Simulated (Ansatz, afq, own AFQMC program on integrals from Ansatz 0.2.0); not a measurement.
HCl + SiH₃, doublet in cc-pVTZ along one coordinate

| atom | x (Å) | y (Å) | z (Å) |
| --- | --- | --- | --- |
| Cl | -1.4816 | 0.0000 | 0.0000 |
| H | -0.2028 | 0.0000 | 0.0000 |
| Si | 1.6514 | 0.0000 | 0.0000 |
| H | 2.1013 | -1.4163 | 0.0000 |
| H | 2.1013 | 0.7081 | -1.2265 |
| H | 2.1013 | 0.7081 | 1.2265 |

A hydrogen atom is moved from one rigid fragment to the other; the Cl1–H2 distance tells how far. The two fragments are held close together, so this isn't a minimum-energy path and the start is a compressed complex. Energies in eV count from this geometry (1.279 Å) at the same level; the start stands on UHF, each point on the determinant named.

Basis cc-pVTZ. Only valence electrons are correlated. AFQMC by an in-house program on the Cholesky factors that Ansatz 0.2.0 writes for its CCSD(T) run. ph-AFQMC/CISD is guided by a CISD state made of CCSD amplitudes; releasing the constraint for a short imaginary time cuts its bias at the price of noise, slowly where states lie close. Error bars are statistical, one sigma.

| r(Cl1–H2) / Å | det. | T1 | weight | ⟨S²⟩ | CCSD | PBE0 | CCSD(T) |
| --- | --- | --- | --- | --- | --- | --- | --- |
| 1.397 | UHF | 0.013 | 0.85 | 0.77 | -0.040 | -0.085 | -0.047 |
| 1.456 | UHF | 0.014 | 0.85 | 0.77 | -0.023 | -0.075 | -0.030 |
| 1.515 | UHF | 0.014 | 0.85 | 0.78 | -0.001 | -0.046 | -0.004 |
| 1.575 | UHF | 0.014 | 0.85 | 0.77 | 0.025 | -0.001 | 0.029 |
| 1.693 | UHF | 0.015 | 0.85 | 0.77 | 0.136 | 0.176 | 0.158 |

(1) Estimate the curve of phaseless AFQMC with a CISD trial, counted from the same start.

Results:

(1) 
| r(Cl1–H2) / Å | det. | T1 | weight | ⟨S²⟩ | ph-AFQMC/CISD | released AFQMC |
| --- | --- | --- | --- | --- | --- | --- |
| 1.397 | UHF | 0.013 | 0.85 | 0.77 | -0.058 ± 0.008 | – |
| 1.456 | UHF | 0.014 | 0.85 | 0.77 | -0.032 ± 0.008 | -0.058 ± 0.014 |
| 1.515 | UHF | 0.014 | 0.85 | 0.78 | 0.000 ± 0.011 | – |
| 1.575 | UHF | 0.014 | 0.85 | 0.77 | 0.026 ± 0.013 | 0.008 ± 0.016 |
| 1.693 | UHF | 0.015 | 0.85 | 0.77 | 0.158 ± 0.010 | 0.154 ± 0.015 |

Weight is that of the determinant in the CISD state; at the start T1 is 0.012 and the weight 0.85, and ⟨S²⟩ is 0.76. A dash marks a missing value, a released energy that hasn't settled or a functional that sits on another state. Largest departures from phaseless AFQMC with a CISD trial: CCSD(T) 0.011 eV at 1.397 (on UHF) (within the noise), released AFQMC -0.027 eV at 1.456 (on UHF) (within the noise), CCSD -0.022 eV at 1.693 (on UHF), PBE0 -0.046 eV at 1.515. The walk's constraint bias lies outside its error bars, so these are departures and not errors. Functionals count only at points shown to share the start's state and spin.

A walk keeps the symmetry of its determinant, which the program's search chose and which needn't be the lowest solution, so a lower state of the same spin and another symmetry isn't excluded. Released energies are given only where the last usable release times agree within the noise; a slower fall can still hide under it.
